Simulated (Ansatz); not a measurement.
Input file:

```yaml
crystal:
  periodic: [false, false, false]
  atoms:
    - {symbol: Al, position_ang: [0.000000, 0.000000, 0.000000]}
    - {symbol: As, position_ang: [0.000000, 0.000000, 2.773000]}
basis:
  gaussian: {orbitals: def2-mTZVP}
total_charge: 1
magnetization: {spin_polarized: false, initial_magnetization: 3}
hamiltonian: {xc: {name: PBE}}
correlation: {method: ccsdt_q_b, electrons: outside_noble_gas}
output: {forces: true}
```

```sh
$ ansatz run in.yaml --threads 1 --pin off --events-out ev --progress --plain --max-ram 2393MiB
```

Log:

```
772 factors; integrals over basis functions are off by at most 2.0e-7 eV
mean field evaluation 1: about -67412.6202 eV, gradient 2.0e1 eV
mean field evaluation 2: about -67412.6187 eV, gradient 2.0e1 eV
mean field evaluation 4: about -67416.1645 eV, gradient 4.2e0 eV
mean field evaluation 8: about -67416.2633 eV, gradient 1.3e-1 eV
mean field evaluation 16: about -67416.2635 eV, gradient 8.6e-6 eV
mean field evaluation 32: about -67411.9417 eV, gradient 9.2e0 eV
mean field -67416.26352275 eV, -2477.5019880764 hartree, gradient 8.6e-6 eV, S^2 3.750000; 0 other end points of the search recorded, 0 dependent functions left out
mean field evaluation 64: about -67371.5077 eV, gradient 1.8e0 eV
19 core orbitals not correlated: weight in the atoms' cores, before any rotation towards them, 1.000 or more for the frozen orbitals, at most 0.000 for the correlated occupied ones
reference -67370.89949487 eV, -2475.8348908008 hartree; 5, 2 occupied and 34, 37 virtual orbitals, 772 factors
second order -2.64987232 eV of doubles, -0.28606295 eV of singles
cycle   1  -3.35189793 eV  change   -4.1e-1 eV  update   7.4e-2
cycle   2  -3.58975166 eV  change   -2.4e-1 eV  update   3.9e-2
cycle   3  -3.68435340 eV  change   -9.5e-2 eV  update   1.8e-2
cycle   4  -3.68159848 eV  change    2.8e-3 eV  update   6.1e-3
cycle   5  -3.68362940 eV  change   -2.0e-3 eV  update   3.6e-3
cycle   6  -3.68444575 eV  change   -8.2e-4 eV  update   1.5e-3
cycle   7  -3.68436576 eV  change    8.0e-5 eV  update   6.0e-4
cycle   8  -3.68448637 eV  change   -1.2e-4 eV  update   3.0e-4
cycle   9  -3.68457631 eV  change   -9.0e-5 eV  update   1.3e-4
cycle  10  -3.68442542 eV  change    1.5e-4 eV  update   5.8e-5
cycle  11  -3.68443798 eV  change   -1.3e-5 eV  update   2.5e-5
cycle  12  -3.68444640 eV  change   -8.4e-6 eV  update   1.1e-5
cycle  13  -3.68445478 eV  change   -8.4e-6 eV  update   5.0e-6
cycle  14  -3.68445649 eV  change   -1.7e-6 eV  update   2.2e-6
cycle  15  -3.68445580 eV  change    7.0e-7 eV  update   9.8e-7
cycle  16  -3.68445517 eV  change    6.3e-7 eV  update   4.2e-7
perturbative correction -0.00494144 eV, -0.0001815944 hartree
the calculation of the forces begins
Total energy: -67374.58889148 eV, -2475.9704736253 hartree
Atom 0 at     0.000000     0.000000     0.000000 Å, force     0.000000     0.000000    -0.030755 eV/Å
Atom 1 at     0.000000     0.000000     2.773000 Å, force    -0.000000    -0.000000     0.030755 eV/Å
Dipole moment:    -0.000000     0.000000    -1.235674 e Å
```

Forces (eV/Å):
```
Al   0.000  0.000 -0.031
As   0.000  0.000  0.031
```

Ran on 1 thread of Arm Neoverse V2, shared host: 62 s wall, 0.95 GiB peak host memory.
